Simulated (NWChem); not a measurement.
System: Na$_{2}$; SMILES [Na][Na]

NWChem input:

```
start job
memory heap 200 mb stack 900 mb global 1100 mb
geometry units angstroms noautoz
  Na     0.000000     0.000000    -1.562476
  Na     0.000000     0.000000     1.562476
end
basis spherical
  * library def2-tzvpd
end
dft
  xc xcamb88 1.00 lyp 0.81 vwn_5 0.19 hfexch 1.00
  cam 0.33 cam_alpha 0.19 cam_beta 0.46
  iterations 150
  mulliken
end
task dft energy
```

Output (shortened):

```
             Northwest Computational Chemistry Package (NWChem) 7.3.0
             --------------------------------------------------------

 ORDER OF PRIMARY AXIS IS BEING SET TO 4
 D4H symmetry detected

                             Geometry "geometry" -> ""
                             -------------------------

 Output coordinates in angstroms (scale by  1.889725989 to convert to a.u.)

  No.       Tag          Charge          X              Y              Z
 ---- ---------------- ---------- -------------- -------------- --------------
    1 Na                  11.0000     0.00000000     0.00000000    -1.56247600
    2 Na                  11.0000     0.00000000     0.00000000     1.56247600

 Effective nuclear repulsion energy (a.u.)      20.4900578086

      Symmetry information
      --------------------

 Group name             D4h
 Group number             28
 Group order              16
 No. of unique centers     1

                                 NWChem DFT Module
                                 -----------------

 Summary of "ao basis" -> "ao basis" (spherical)
 ------------------------------------------------------------------------------
       Tag                 Description            Shells   Functions and Types
 ---------------- ------------------------------  ------  ---------------------
 Na                        def2-tzvpd               13       35   5s5p3d

      Symmetry analysis of basis
      --------------------------

        a1g        13
        a1u         0
        a2g         0
        a2u        13
        b1g         3
        b1u         3
        b2g         3
        b2u         3
        eg         16
        eu         16

            General Information
            -------------------
          SCF calculation type: DFT
          Wavefunction type:  closed shell.
          No. of atoms     :     2
          No. of electrons :    22
           Alpha electrons :    11
            Beta electrons :    11
          Charge           :     0
          Spin multiplicity:     1
          Use of symmetry is: on ; symmetry adaption is: on
          Maximum number of iterations: 150
          AO basis - number of functions:    70
                     number of shells:    26
          Convergence on energy requested:  1.00D-06
          Convergence on density requested:  1.00D-05
          Convergence on gradient requested:  5.00D-04

              XC Information
              --------------
                     Hartree-Fock (Exact) Exchange  1.000
                   CAM-Becke88 Exchange Functional  1.000
                      VWN V Correlation Functional  0.190 local
              Lee-Yang-Parr Correlation Functional  0.810

           Range-Separation Parameters
           ---------------------------
           Alpha           :  0.19
           Beta            :  0.46
           Gamma           :  0.33
           Short-Range HF  :     F

             Grid Information
             ----------------
          Grid used for XC integration:  medium
          Radial quadrature: Mura-Knowles
          Angular quadrature: Lebedev.
          Tag              B.-S. Rad. Rad. Pts. Rad. Cut. Ang. Pts.
          ---              ---------- --------- --------- ---------
          Na                  1.80       88          20.0       434
          Grid pruning is: on
          Number of quadrature shells:    88
          Spatial weights used:  Erf1

      Superposition of Atomic Density Guess
      -------------------------------------

 Sum of atomic energies:        -323.70362736

      Non-variational initial energy
      ------------------------------

 Total energy =    -323.655612
 1-e energy   =    -496.621708
 2-e energy   =     152.476037
 HOMO         =      -0.142820
 LUMO         =      -0.022794

      Symmetry analysis of molecular orbitals - initial
      -------------------------------------------------

 !! scf_movecs_sym_adapt:   12 vectors were symmetry contaminated

  Symmetry fudging

 !! scf_movecs_sym_adapt:   12 vectors were symmetry contaminated

  Numbering of irreducible representations:

     1 a1g         2 a1u         3 a2g         4 a2u         5 b1g
     6 b1u         7 b2g         8 b2u         9 eg         10 eu

  Orbital symmetries:

     1 a2u         2 a1g         3 a1g         4 a2u         5 a1g
     6 eu          7 eu          8 a2u         9 eg         10 eg
    11 a1g        12 a2u        13 eu         14 eu         15 a1g
    16 eg         17 eg         18 a2u        19 eu         20 eu
    21 a1g

     ---------------------------------------------
      Total Density - Mulliken Population Analysis
     ---------------------------------------------

    Atom       Charge   Shell Charges
 -----------   ------   -------------------------------------------------------
    1 Na  11    11.00   2.00  0.67  1.32  0.66  0.32  5.07  0.92  0.01  0.03 -0.00  0.00  0.00  0.00
    2 Na  11    11.00   2.00  0.67  1.32  0.66  0.32  5.07  0.92  0.01  0.03 -0.00  0.00  0.00  0.00

   convergence    iter        energy       DeltaE   RMS-Dens  Diis-err
 ---------------- ----- ----------------- --------- --------- ---------
 d= 0,ls=0.0,diis     1   -324.5524293322 -3.45D+02  4.38D-03  1.54D-01
 d= 0,ls=0.0,diis     2   -324.5586972676 -6.27D-03  1.27D-03  7.30D-03
 d= 0,ls=0.0,diis     3   -324.5591343756 -4.37D-04  3.19D-04  1.66D-03
 d= 0,ls=0.0,diis     4   -324.5592397999 -1.05D-04  1.81D-04  4.21D-06
 d= 0,ls=0.0,diis     5   -324.5592420409 -2.24D-06  2.65D-05  3.17D-08
 d= 0,ls=0.0,diis     6   -324.5592420772 -3.64D-08  3.47D-06  6.87D-10

         Total DFT energy =     -324.559242077241
      One electron energy =     -496.824580320647
           Coulomb energy =      180.588505229701
    Exchange-Corr. energy =      -28.813224794851
 Nuclear repulsion energy =       20.490057808556

 Numeric. integr. density =       21.999999465822

                  Occupations of the irreducible representations
                  ----------------------------------------------

                     irrep           alpha         beta
                     --------     --------     --------
                     a1g               4.0          4.0
                     a1u               0.0          0.0
                     a2g               0.0          0.0
                     a2u               3.0          3.0
                     b1g               0.0          0.0
                     b1u               0.0          0.0
                     b2g               0.0          0.0
                     b2u               0.0          0.0
                     eg                2.0          2.0
                     eu                2.0          2.0

                       DFT Final Molecular Orbital Analysis
                       ------------------------------------

 Vector    9  Occ=2.000000D+00  E=-1.215703D+00  Symmetry=eg
              MO Center=  1.8D-17,  1.6D-17, -5.5D-12, r^2= 2.7D+00
   Bfn.  Coefficient  Atom+Function         Bfn.  Coefficient  Atom+Function
  ----- ------------  ---------------      ----- ------------  ---------------
     6      0.456413  1 Na px                41     -0.456413  2 Na px
     7      0.402414  1 Na py                42     -0.402414  2 Na py
     9      0.119468  1 Na px                44     -0.119468  2 Na px
    10      0.105333  1 Na py                45     -0.105333  2 Na py

 Vector   10  Occ=2.000000D+00  E=-1.214865D+00  Symmetry=a2u
              MO Center= -1.9D-17, -1.2D-17, -7.4D-16, r^2= 2.7D+00
   Bfn.  Coefficient  Atom+Function         Bfn.  Coefficient  Atom+Function
  ----- ------------  ---------------      ----- ------------  ---------------
     8      0.609167  1 Na pz                43      0.609167  2 Na pz
    11      0.158625  1 Na pz                46      0.158625  2 Na pz
    17      0.026689  1 Na pz                52      0.026689  2 Na pz

 Vector   11  Occ=2.000000D+00  E=-1.611853D-01  Symmetry=a1g
              MO Center= -2.5D-17, -2.0D-17,  5.9D-17, r^2= 6.3D+00
   Bfn.  Coefficient  Atom+Function         Bfn.  Coefficient  Atom+Function
  ----- ------------  ---------------      ----- ------------  ---------------
     4      0.489977  1 Na s                 39      0.489977  2 Na s
     3     -0.175460  1 Na s                 38     -0.175460  2 Na s
     5      0.106294  1 Na s                 40      0.106294  2 Na s
     2      0.051533  1 Na s                 37      0.051533  2 Na s
    17      0.038429  1 Na pz                52     -0.038429  2 Na pz

 Vector   12  Occ=0.000000D+00  E=-2.910627D-02  Symmetry=a2u
              MO Center= -2.2D-16,  2.5D-16, -4.4D-15, r^2= 1.6D+01
   Bfn.  Coefficient  Atom+Function         Bfn.  Coefficient  Atom+Function
  ----- ------------  ---------------      ----- ------------  ---------------
     4      0.416094  1 Na s                 39     -0.416094  2 Na s
     5      0.171561  1 Na s                 40     -0.171561  2 Na s
    20     -0.161348  1 Na pz                55     -0.161348  2 Na pz
    14     -0.155338  1 Na pz                49     -0.155338  2 Na pz
     3     -0.131584  1 Na s                 38      0.131584  2 Na s

 Vector   13  Occ=0.000000D+00  E=-4.285446D-04  Symmetry=eu
              MO Center=  7.5D-15,  1.2D-14,  1.9D-15, r^2= 2.3D+01
   Bfn.  Coefficient  Atom+Function         Bfn.  Coefficient  Atom+Function
  ----- ------------  ---------------      ----- ------------  ---------------
    19      0.301549  1 Na py                54      0.301549  2 Na py
    18      0.193112  1 Na px                53      0.193112  2 Na px
    13      0.127805  1 Na py                48      0.127805  2 Na py
    16      0.092643  1 Na py                51      0.092643  2 Na py
    12      0.081846  1 Na px                47      0.081846  2 Na px

[...]
```

Level: CAM-B3LYP/def2-TZVPD. All runs use the structure optimised with PBE0/def2-SVP.
